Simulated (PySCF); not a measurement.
System: H2Si, singlet: symmetric bend, bond length relaxed. Scanned: H-Si-H angle. Other coordinates (Si-H bond length) were minimised at B3LYP/def2-TZVP.

The free coordinates were minimised at B3LYP/def2-TZVP in PySCF; the energy column is MP2 on RHF/cc-pVTZ, 5 core orbitals frozen (PySCF), in kJ/mol.

```csv
a / °,Si-H bond length / Å,E
180,1.454,0.0
170,1.463,2.6
160,1.491,12.0
150,1.514,27.4
140,1.522,44.9
130,1.522,66.0
120,1.522,93.1
110,1.520,126.8
100,1.520,169.3
90,1.524,222.2
80,1.529,287.7
70,1.538,368.4
60,1.551,466.7
```
